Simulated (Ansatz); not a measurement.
Antifluorite Mg2Ge was calculated with PBE-D3(BJ) (Ansatz, a first-principles code, plane waves, PAW).

Numerical settings: plane-wave cutoff 520 eV, 10×10×10 k mesh, Fermi–Dirac smearing 0.01 eV, scalar-relativistic PAW data made under PBE.

The cell is scaled about its equilibrium volume:

```
V (Å³/atom)  P (GPa)  direct gap at Γ (eV)  smallest gap on the k mesh (eV)
-----------  -------  --------------------  -------------------------------
19.814          3.85                 1.566                            0.062
20.236          2.43                 1.442                            0.084
20.657          1.15                 1.322                            0.105
21.079          0.00                 1.205                            0.124
21.500         -1.04                 1.093                            0.142
21.922         -1.97                 0.984                            0.160
22.343         -2.82                 0.879                            0.176
```

The fundamental gap (0.12 eV at the equilibrium volume, with added k points) lies elsewhere than Γ–Γ.

Measured, for comparison: band gap 0.74 eV (temperature not stated, no zero-point or thermal correction, indirect, Γ–X; as tabulated in Ryu et al. (2019), arXiv:1905.06140).

Spin–orbit coupling is not included.
